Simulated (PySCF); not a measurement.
**One shape, several levels: C5H6 (2-methyl-1-buten-3-yne)**

Wanted: a comparison of 6 runs (HF/STO-3G, HF/3-21G, B3LYP/6-31G*, B2PLYP/def2-SVP, wB97M-V/def2-SVP, SCS-MP2/def2-SVP) of C5H6 (2-methyl-1-buten-3-yne). 

Program for the calculation: PySCF 2.14.0.

2 further runs of the same task are left out: 2 set aside as unsound or not needed.

### Step 1. Starting point

C5H6: 11 atoms, total charge 0, spin state singlet. SMILES: `C#CC(=C)C`. Geometry: relaxed at PBE0-D4/def2-TZVP.

Bond lengths: C1–C2 1.203 Å, C2–C3 1.426 Å, C3–C4 1.335 Å, C3–C5 1.500 Å, C1–H6 1.064 Å, C4–H7 1.084 Å, C4–H8 1.082 Å, C5–H9 1.093 Å, C5–H10 1.093 Å, C5–H11 1.090 Å. Some angles: C1–C2–C3 177.6°, C2–C3–C4 120.8°, C2–C3–C5 116.1°, C4–C3–C5 123.1°, C2–C1–H6 179.2°, C3–C4–H7 120.7°, C3–C4–H8 121.4°, C3–C5–H9 110.6°, C3–C5–H10 110.6°, C3–C5–H11 110.8°.

### Step 2. The energy at HF/STO-3G (run 1)

mol.xyz

```xyz
11
C5H6
C     -1.345100     1.765600     1.023600
C     -0.786700     0.836000     0.502900
C     -0.073000    -0.237900    -0.105500
C     -0.718400    -1.309500    -0.570900
C      1.416500    -0.080200    -0.182900
H     -1.852900     2.580700     1.482100
H     -0.174900    -2.125300    -1.033200
H     -1.795300    -1.393800    -0.500600
H      1.842600     0.040200     0.816500
H      1.678700     0.815000    -0.752400
H      1.874100    -0.947800    -0.659100
```

calc.py

```python
from pyscf import gto

mol = gto.M(
    atom='mol.xyz',
    basis='sto-3g',
    verbose=3,
    max_memory=1860,
    charge=0,
)

mf = mol.RHF()
mf.conv_tol = 1e-10
mf.kernel()
if not mf.converged:
    mf = mf.newton().run(mf.mo_coeff, mf.mo_occ)

e_tot = mf.e_tot
print(f'total energy: {e_tot:.8f} hartree')
```

On the command line:

```sh
$ OMP_NUM_THREADS=1 python calc.py
```

Output:

```text
converged SCF energy = -190.386683623878
total energy: -190.38668362 hartree
```

It took 0.72 s on 1 thread of Arm Neoverse V2, shared host; peak memory 0.12 GiB.

### Step 3. A single-point energy at HF/3-21G (run 2)

calc.py

```python
from pyscf import gto, scf

mol = gto.Mole()
mol.atom = '''
C     -2.541871     3.336500     1.934324
C     -1.486648     1.579811     0.950343
C     -0.137950    -0.449566    -0.199366
C     -1.357579    -2.474596    -1.078845
C      2.676797    -0.151556    -0.345631
H     -3.501474     4.876816     2.800763
H     -0.330513    -4.016235    -1.952465
H     -3.392625    -2.633900    -0.945997
H      3.482009     0.075967     1.542961
H      3.172283     1.540127    -1.421830
H      3.541536    -1.791082    -1.245518
'''
mol.max_memory = 1860
mol.basis = '3-21g'
mol.charge = 0
mol.unit = 'bohr'
mol.verbose = 3
mol.build()

mf = scf.RHF(mol)
mf.conv_tol = 1e-10
mf.kernel()
if not mf.converged:
    mf = mf.newton().run(mf.mo_coeff, mf.mo_occ)

e_tot = mf.e_tot
print('E(%s) = %.9f' % ('HF', e_tot))
```

On the command line:

```sh
$ OMP_NUM_THREADS=1 python calc.py
```

Output:

```text
converged SCF energy = -191.677458605759
E(HF) = -191.677458606
```

It took 0.7 s on 1 thread of Arm Neoverse V2, shared host; peak memory 0.11 GiB.

Run 3 isn't shown in full; the table further down has it.

### Step 4. A single-point energy at B2PLYP/def2-SVP (run 4)

input.py

```python
# C#CC(=C)C
from pyscf import gto, dft, mp

system = gto.Mole()
system.atom = '''
C     -2.541871     3.336500     1.934324
C     -1.486648     1.579811     0.950343
C     -0.137950    -0.449566    -0.199366
C     -1.357579    -2.474596    -1.078845
C      2.676797    -0.151556    -0.345631
H     -3.501474     4.876816     2.800763
H     -0.330513    -4.016235    -1.952465
H     -3.392625    -2.633900    -0.945997
H      3.482009     0.075967     1.542961
H      3.172283     1.540127    -1.421830
H      3.541536    -1.791082    -1.245518
'''
system.unit = 'bohr'
system.verbose = 3
system.max_memory = 1860
system.charge = 0
system.spin = 0
system.basis = 'def2-svp'
system.build()

ks = dft.RKS(system)
ks.xc = '0.53*HF + 0.47*B88, 0.73*LYP'
ks.grids.level = 5
ks.conv_tol = 1e-10
ks.kernel()
if not ks.converged:
    ks = ks.newton().run(ks.mo_coeff, ks.mo_occ)

pt = mp.MP2(ks, frozen=5).run()
etot = ks.e_tot + 0.27 * pt.e_corr
print('PT2 part  %.8f' % (0.27 * pt.e_corr))
print(f'total energy: {etot:.8f} hartree')
```

On the command line:

```sh
$ OMP_NUM_THREADS=1 python input.py
```

Output:

```text
converged SCF energy = -193.467586371363
E(RMP2) = -194.282629727138  E_corr = -0.815043355774988
E(SCS-RMP2) = -194.273431471988  E_corr = -0.805845100625346
PT2 part  -0.22006171
total energy: -193.68764808 hartree
```

It took 28 s on 1 thread of Arm Neoverse V2, shared host; peak memory 0.51 GiB.

Run 5 isn't shown in full; the table further down has it.

### Step 5. A single-point energy at SCS-MP2/def2-SVP (run 6)

input.py

```python
# C#CC(=C)C
from pyscf import gto, scf, mp

system = gto.Mole()
system.atom = '''
C   -1.345100   1.765600   1.023600
C   -0.786700   0.836000   0.502900
C   -0.073000  -0.237900  -0.105500
C   -0.718400  -1.309500  -0.570900
C    1.416500  -0.080200  -0.182900
H   -1.852900   2.580700   1.482100
H   -0.174900  -2.125300  -1.033200
H   -1.795300  -1.393800  -0.500600
H    1.842600   0.040200   0.816500
H    1.678700   0.815000  -0.752400
H    1.874100  -0.947800  -0.659100
'''
system.max_memory = 1860
system.basis = 'def2-svp'
system.charge = 0
system.verbose = 4
system.spin = 0
system.build()

calc0 = scf.RHF(system)
calc0.conv_tol = 1e-10
calc0.kernel()
if not calc0.converged:
    calc0 = calc0.newton().run(calc0.mo_coeff, calc0.mo_occ)

pt = mp.MP2(calc0, frozen=5).run()
e_final = calc0.e_tot + 1.2 * pt.e_corr_os + pt.e_corr_ss / 3
print('E = %.10f Eh' % e_final)
```

On the command line:

```sh
$ OMP_NUM_THREADS=1 python input.py
```

Output:

```text
PySCF version 2.14.0

[... 71 lines left out ...]
converged SCF energy = -192.607167058968
[... 1 line left out ...]
******** <class 'pyscf.mp.mp2.RMP2'> ********
nocc = 13, nmo = 95
frozen orbitals 5
E(RMP2) = -193.264804067565  E_corr = -0.657637008596765
E(SCS-RMP2) = -193.258530883959  E_corr = -0.651363824990858
E_corr(same-spin) = -0.1590006753753
E_corr(oppo-spin) = -0.498636333221465
E = -193.2585308840 Eh
```

Run time: 2.5 s. Hardware: 1 thread of Arm Neoverse V2, shared host; peak memory 0.26 GiB.

### Step 6. All runs side by side

| run | level | integration grid | frozen core orbitals | energy (Eh) | dipole moment (D) of the reference | HOMO energy (eV) | LUMO energy (eV) | wall time |
| --- | --- | --- | --- | --- | --- | --- | --- | --- |
| 1 | HF/STO-3G | – | – | -190.386684 | 0.33 | -7.47 | 7.08 | 0.72 s |
| 2 | HF/3-21G | – | – | -191.677459 | 0.45 | -9.10 | 3.64 | 0.7 s |
| 3 | B3LYP/6-31G* (spherical functions) | 5 | – | -194.048249 | 0.43 | -6.41 | -0.41 | 22 s |
| 4 | B2PLYP/def2-SVP | 5 | 5 | -193.687648 | 0.47 | -7.73 | 0.92 | 28 s |
| 5 | wB97M-V/def2-SVP | 5 | – | -193.808804 | 0.46 | -9.05 | 1.60 | 2.4 min |
| 6 | SCS-MP2/def2-SVP | – | 5 | -193.258531 | 0.47 | -9.21 | 3.31 | 2.5 s |

### Step 7. What came out

| quantity | value |
| --- | --- |
| run 6: total energy | -193.25853 Eh |
| run 6: dipole moment (Hartree–Fock density) | 0.47 D |
| run 6: HOMO energy (Hartree–Fock orbitals) | -9.21 eV |
| run 6: LUMO energy (Hartree–Fock orbitals) | 3.31 eV |
| run 6: HOMO–LUMO gap (Hartree–Fock orbitals) | 12.52 eV |
| run 6: correlation energy (5 core orbitals frozen) | -651.4 mEh |

Over runs 1, 2, 3, 4, 5 the dipole moment (its size) runs from 0.33 D (HF/STO-3G) to 0.47 D (B2PLYP/def2-SVP). The two ends differ in method and basis. A double hybrid's value is that of its SCF part. Over runs 1, 2, 3, 4, 5 the HOMO–LUMO gap runs from 6.00 eV (B3LYP/6-31G*) to 14.55 eV (HF/STO-3G). Totals of different functionals can't be ranked against each other. In run 1 the basis is minimal, so the values are rough. All runs together took 3.3 min, the longest 2.4 min.
